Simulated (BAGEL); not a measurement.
**PBE0/aug-cc-pVDZ (density fitting with qzvpp-jkfit) run of CH5BN− (SMILES [BH3-]N=C)**

What is the energy change on altering one bond length of CH5BN− at PBE0/aug-cc-pVDZ (density fitting with qzvpp-jkfit)? 

The results are computed with BAGEL 1.2.2.

**1. The system as given**

The species is CH5BN− (8 atoms), meant as a singlet with charge -1. As SMILES, `[BH3-]N=C`. The coordinates come from a GFN2-xTB relaxation.

Bond lengths: B1–N2 1.547 Å, N2–C3 1.237 Å, B1–H4 1.227 Å, B1–H5 1.222 Å, B1–H6 1.227 Å, C3–H7 1.118 Å, C3–H8 1.106 Å. Angles: B1–N2–C3 122.9°, N2–B1–H4 109.8°, N2–B1–H5 108.3°, N2–B1–H6 109.4°, N2–C3–H7 126.8°, N2–C3–H8 120.8°, H4–B1–H5 110.1°, H4–B1–H6 109.4°, H5–B1–H6 109.9°, H7–C3–H8 112.4°.

**2. The energy at PBE0/aug-cc-pVDZ (density fitting with qzvpp-jkfit)**

input.json reads:

```json
{ "bagel": [

{
  "title": "molecule",
  "basis": "aug-cc-pvdz.json",
  "df_basis": "qzvpp-jkfit",
  "angstrom": true,
  "geometry": [
    { "atom": "B", "xyz": [    0.165600,    1.032650,    0.317000 ] },
    { "atom": "N", "xyz": [    0.676790,   -0.343350,   -0.170270 ] },
    { "atom": "C", "xyz": [   -0.078150,   -1.293200,   -0.410600 ] },
    { "atom": "H", "xyz": [   -0.623460,    1.495860,   -0.501040 ] },
    { "atom": "H", "xyz": [    1.127090,    1.777360,    0.440280 ] },
    { "atom": "H", "xyz": [   -0.400090,    0.897810,    1.397340 ] },
    { "atom": "H", "xyz": [   -1.192360,   -1.302570,   -0.318090 ] },
    { "atom": "H", "xyz": [    0.324580,   -2.264550,   -0.754640 ] }
  ]
},
{ "title": "ks", "xc_func": "pbe0", "charge": -1 },
{ "title": "print", "file": "orbitals.molden", "orbitals": true }

]}
```

The basis set aug-cc-pVDZ is read from a file made from the Basis Set Exchange's data (not shown).

Run with:

```sh
$ BAGEL_NUM_THREADS=1 BAGEL input.json > input.out
```

Standard output:

```text
* using 1 threads per process

  ===============================================================
  ===============================================================

  *** Geometry ***

  { "atom" : "B", "xyz" : [      0.312939,      1.951426,      0.599043 ] },
  { "atom" : "N", "xyz" : [      1.278948,     -0.648837,     -0.321764 ] },
  { "atom" : "C", "xyz" : [     -0.147682,     -2.443794,     -0.775922 ] },
  { "atom" : "H", "xyz" : [     -1.178169,      2.826766,     -0.946828 ] },
  { "atom" : "H", "xyz" : [      2.129891,      3.358724,      0.832009 ] },
  { "atom" : "H", "xyz" : [     -0.756061,      1.696615,      2.640590 ] },
  { "atom" : "H", "xyz" : [     -2.253234,     -2.461501,     -0.601103 ] },
  { "atom" : "H", "xyz" : [      0.613367,     -4.279379,     -1.426063 ] },

  Number of auxiliary basis functions:      317

  Since a DF basis is specified, we compute 2- and 3-index integrals:
    o Being stored without compression. Storage requirement is 0.033 GB

  Number of basis functions:      114
  Number of electrons      :       23

    * METHOD: MOLECULE                             0.26

  *** Kohn-Sham DFT ***

    * Removing 13558 points whose weight is below 1.00e-10
    * Grid points: 105690

  === Nuclear Repulsion ===
    63.9412384149

       - DIIS with orbital gradients will be used.

  === KS iteration (pbe0 / aug-cc-pvdz.json) ===
      0        -92.79913216          0.08869529           0.47
      1        -86.65967445          0.09981843           0.78
      2        -93.88026161          0.10081788           0.67
      3       -118.81247189          0.05988984           0.58
      4       -116.63915978          0.07967886           0.43
      5       -118.63817229          0.05967172           0.42
      6       -117.54813619          0.07713154           0.46
      7       -101.64527476          0.19742788           0.55
      8       -120.31555962          0.02459687           0.46
      9       -120.44778865          0.01685946           0.51
     10       -120.55560692          0.00570323           0.44
     11       -120.57055640          0.00138100           0.42
     12       -120.57145193          0.00009092           0.42
     13       -120.57145742          0.00002287           0.58
     14       -120.57145774          0.00000506           0.51
     15       -120.57145776          0.00000214           0.49
     16       -120.57145776          0.00000073           0.45
     17       -120.57145776          0.00000091           0.50
     18       -120.57145776          0.00000007           0.55
     19       -120.57145776          0.00000002           0.52
     20       -120.57145776          0.00000001           0.41
     21       -120.57145776          0.00000000           0.56
    * SCF iteration converged.

    * Permanent dipole moment:
           (    0.288167,     1.649563,     0.503087) a.u.

    * METHOD: KS                                  12.11

    * METHOD: PRINT                                0.05

  ===============================================================
```

Wall time 13 s (1 thread of Intel Xeon Platinum 8375C at 2.90GHz (Ice Lake), shared host); peak memory 0.53 GiB.

**3. The distorted shape**

calc.json reads:

```json
{ "bagel": [

{
  "title": "molecule",
  "basis": "aug-cc-pvdz.json",
  "df_basis": "qzvpp-jkfit",
  "angstrom": "true",
  "geometry": [
    { "atom": "B", "xyz": [    0.250475,    1.052881,    0.154907 ] },
    { "atom": "N", "xyz": [    0.761665,   -0.323119,   -0.332363 ] },
    { "atom": "C", "xyz": [    0.006725,   -1.272969,   -0.572693 ] },
    { "atom": "H", "xyz": [   -0.538585,    1.516091,   -0.663133 ] },
    { "atom": "H", "xyz": [    1.211965,    1.797591,    0.278187 ] },
    { "atom": "H", "xyz": [   -0.400090,    0.897810,    1.397340 ] },
    { "atom": "H", "xyz": [   -1.107485,   -1.282339,   -0.480183 ] },
    { "atom": "H", "xyz": [    0.409455,   -2.244319,   -0.916733 ] }
  ]
},
{
  "title": "ks",
  "xc_func": "pbe0",
  "charge": -1
},
{
  "title": "print",
  "file": "orbitals.molden",
  "orbitals": "true"
}

]}
```

The basis set aug-cc-pVDZ is read from a file made from the Basis Set Exchange's data (not shown).

Run with:

```sh
$ BAGEL_NUM_THREADS=1 BAGEL calc.json > calc.out
```

Standard output:

```text
* using 1 threads per process

  ===============================================================
  ===============================================================

  *** Geometry ***

  { "atom" : "B", "xyz" : [      0.473329,      1.989657,      0.292732 ] },
  { "atom" : "N", "xyz" : [      1.439338,     -0.610606,     -0.628075 ] },
  { "atom" : "C", "xyz" : [      0.012708,     -2.405563,     -1.082233 ] },
  { "atom" : "H", "xyz" : [     -1.017778,      2.864997,     -1.253140 ] },
  { "atom" : "H", "xyz" : [      2.290282,      3.396955,      0.525697 ] },
  { "atom" : "H", "xyz" : [     -0.756061,      1.696615,      2.640590 ] },
  { "atom" : "H", "xyz" : [     -2.092843,     -2.423270,     -0.907414 ] },
  { "atom" : "H", "xyz" : [      0.773758,     -4.241148,     -1.732374 ] },

  Number of auxiliary basis functions:      317

  Since a DF basis is specified, we compute 2- and 3-index integrals:
    o Being stored without compression. Storage requirement is 0.033 GB

  Number of basis functions:      114
  Number of electrons      :       23

    * METHOD: MOLECULE                             0.17

  *** Kohn-Sham DFT ***

    * Removing 13356 points whose weight is below 1.00e-10
    * Grid points: 105892

  === Nuclear Repulsion ===
    63.4803714929

       - DIIS with orbital gradients will be used.

  === KS iteration (pbe0 / aug-cc-pvdz.json) ===
      0        -92.83880796          0.08836703           0.42
      1        -86.94642563          0.09500519           0.45
      2        -93.97973935          0.10082551           0.38
      3       -117.98525445          0.06489853           0.40
      4       -117.52288008          0.07560729           0.40
      5       -117.88574157          0.06730500           0.42
      6       -117.81124061          0.06866913           0.39
      7        -93.40392226          0.18866518           0.41
      8       -120.18654025          0.02962502           0.42
      9       -120.45393149          0.01640007           0.39
     10       -120.52290077          0.00957648           0.39
     11       -120.56359848          0.00179300           0.39
     12       -120.56512678          0.00026301           0.39
     13       -120.56515171          0.00012338           0.41
     14       -120.56515846          0.00001111           0.38
     15       -120.56515854          0.00000551           0.42
     16       -120.56515855          0.00000247           0.40
     17       -120.56515856          0.00000162           0.48
     18       -120.56515856          0.00000040           0.39
     19       -120.56515856          0.00000011           0.39
     20       -120.56515856          0.00000004           0.41
     21       -120.56515856          0.00000001           0.41
    * SCF iteration converged.

    * Permanent dipole moment:
           (    0.200459,     1.669935,     0.707028) a.u.

    * METHOD: KS                                   9.76

    * METHOD: PRINT                                0.02

  ===============================================================
```

It took 11 s on 1 thread of Intel Xeon Platinum 8375C at 2.90GHz (Ice Lake), shared host; peak memory 0.53 GiB.

**4. Results**

Level: PBE0/aug-cc-pVDZ (density fitting with qzvpp-jkfit).

| quantity | value |
| --- | --- |
| first shape: total energy | -120.57146 Eh |
| first shape: HOMO energy | -0.89 eV |
| first shape: LUMO energy | 3.16 eV |
| first shape: HOMO–LUMO gap (to an unbound level, set by the basis) | 4.05 eV |
| distorted shape: total energy | -120.56516 Eh |
| distorted shape: HOMO energy | -1.00 eV |
| distorted shape: LUMO energy | 3.14 eV |
| distorted shape: HOMO–LUMO gap (to an unbound level, set by the basis) | 4.14 eV |
| energy change with the B1–H6 bond stretched from 1.227 to 1.411 Å | 0.171 eV |

In words: With the B1–H6 bond stretched from 1.227 to 1.411 Å the energy rises by 0.17 eV (4.0 kcal/mol). The first shape isn't relaxed at this level, so the change isn't measured from a minimum.
